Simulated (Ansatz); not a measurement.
# BH₄NS: one species, many methods

One table from this session's results is given with a row withheld; the runs are named, their logs left out.

Method: functionals in def2-TZVPP, the program's frozen cores in correlated methods; program: Ansatz 0.2.0, Gaussian basis.

Levels to be run: LDA (SPW92), PBE-D4, revPBE-D4, BLYP-D4, r2SCAN-D4, B97M-V, PBE0-D4, B3LYP-D4, r2SCANh-D4, r2SCAN0-D4, HSE06-D4, BHLYP-D4, CAM-B3LYP-D4, LC-ωPBE, ωB97X-V, ωB97M-V, B2PLYP, PBE-QIDH; CCSD(T)/def2-SVP; CCSD(T)/def2-TZVPP; MP2/def2-QZVPP; extrapolation to the limit; RPA on PBE.

## The relaxed structure

All runs share one geometry, relaxed beforehand with PBE0-D4 in a triple-zeta def2 set.

SMILES `NBS`, 7 atoms, charge 0, spin multiplicity 1.

Atoms are counted from 1 here; the program's logs count them from 0.

Bond lengths: N1–B2 1.391 Å, N1–H4 1.006 Å, N1–H5 1.004 Å, B2–S3 1.816 Å, B2–H6 1.194 Å, S3–H7 1.339 Å. Angles: B2–N1–H4 124.2°, B2–N1–H5 121.9°, H4–N1–H5 113.8°, N1–B2–S3 120.0°, N1–B2–H6 119.9°, S3–B2–H6 120.1°, B2–S3–H7 96.3°.

Set-up of the first run:

Contents of in.yaml:

```yaml
crystal:
  periodic: [false, false, false]
  atoms:
    - {symbol: N, position_ang: [-0.919190, 0.393174, -0.612085]}
    - {symbol: B, position_ang: [0.157029, 0.144347, 0.234134]}
    - {symbol: S, position_ang: [1.088751, -1.407582, 0.085996]}
    - {symbol: H, position_ang: [-1.235614, -0.240267, -1.326472]}
    - {symbol: H, position_ang: [-1.454360, 1.241167, -0.555621]}
    - {symbol: H, position_ang: [0.466095, 0.952177, 1.056581]}
    - {symbol: H, position_ang: [1.958590, -1.151016, 1.071767]}
basis:
  gaussian: {orbitals: def2-TZVPP}
hamiltonian: {xc: lda}
output: {orbitals: {seedname: orbitals}}
```

Among the steps run: LDA; PBE-D4 (GGA); revPBE-D4 (GGA); BLYP-D4 (GGA); r2SCAN-D4 (meta-GGA); B97M-V (meta-GGA); PBE0-D4 (hybrid); B3LYP-D4 (hybrid); r2SCANh-D4 (hybrid); r2SCAN0-D4 (hybrid); HSE06-D4 (hybrid); BHLYP-D4 (hybrid); CAM-B3LYP-D4 (range-separated); LC-ωPBE-D4 (range-separated; the results give it without D4); ωB97X-V (range-separated); ωB97M-V (range-separated); B2PLYP (double hybrid); PBE-QIDH (double hybrid).

One table of the session follows, with a row left open; its other results are not shown here.

It belongs to the step «Frontier levels by functional». 

| functional | HOMO (eV) | LUMO (eV) | gap (eV) |
| --- | --- | --- | --- |
| LDA (SPW92) | -6.10 | -0.70 | 5.40 |
| PBE-D4 | -5.96 | -0.46 | 5.50 |
| revPBE-D4 | -5.91 | -0.37 | 5.54 |
| BLYP-D4 | -5.79 | -0.35 | 5.44 |
| r2SCAN-D4 | -6.23 | -0.13 | 6.11 |
| B97M-V | -6.31 | -0.18 | 6.13 |
| PBE0-D4 | -7.18 | 0.49 | 7.67 |
| B3LYP-D4 | -6.93 | 0.20 | 7.13 |
| r2SCANh-D4 | -6.69 | 0.20 | 6.89 |
| r2SCAN0-D4 | -7.37 | 0.69 | 8.05 |
| HSE06-D4 | -6.78 | 0.11 | 6.88 |
| BHLYP-D4 | ? | ? | ? |
| CAM-B3LYP-D4 | -8.49 | 1.38 | 9.87 |
| LC-ωPBE | -9.90 | 2.67 | 12.57 |
| ωB97X-V | -9.52 | 2.48 | 12.00 |
| ωB97M-V | -9.37 | 2.06 | 11.42 |

Estimate the missing values for BHLYP-D4.

Worked estimate for «HOMO (eV)». Against the share of exact exchange, BLYP-D4 (0, -5.79), B3LYP-D4 (0.2, -6.93) give a slope of -5.70 per unit share; at 0.5 the line stands at -8.64.

**Answer.** HOMO (eV): -8.26; LUMO (eV): 1.23; gap (eV): 9.49. In «HOMO (eV)» the line misses by -0.38.
